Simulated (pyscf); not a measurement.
Optimised with ωB97X-D3(BJ)/def2-SVP in PySCF.

**Question.** Estimate the classical barrier height and the reaction energy of F–SiH₂–O–SiH₃ (SMILES F[SiH2]O[SiH3]) + H₂O (SMILES O) + HF (SMILES F) → HO–SiH₂–O–SiH₃ (SMILES O[SiH2]O[SiH3]) + HF (SMILES F) + HF (SMILES F) at ωB97M-D3(BJ)/def2-TZVP. The step runs on the singlet surface, breaks F–Si, H–O, F–H and forms O–Si, F–H, F–H; take the separated reactants as zero.

**Answer.** ΔE‡ = 25.0 kJ/mol, ΔE = +42.2 kJ/mol. Zero-point energy shifts the barrier by +12.2 kJ/mol. It is a multi-bond step, with an imaginary mode of 608i cm⁻¹. On the reactant side the descent ends in a bound adduct (not fully relaxed), 49.5 kJ/mol under the separated species and 74.5 kJ/mol under the saddle at ωB97X-D3(BJ)/def2-TZVP. On the product side the descent ends in a bound adduct, 79.7 kJ/mol under the separated species and 63.7 kJ/mol under the saddle at ωB97X-D3(BJ)/def2-TZVP. At ωB97M-D3(BJ) the saddle lies under the separated products, which points to a path from their complex (located at ωB97X-D3(BJ) alone), and parting the products costs more than the saddle. One saddle was located; it need not be the lowest between these sides.
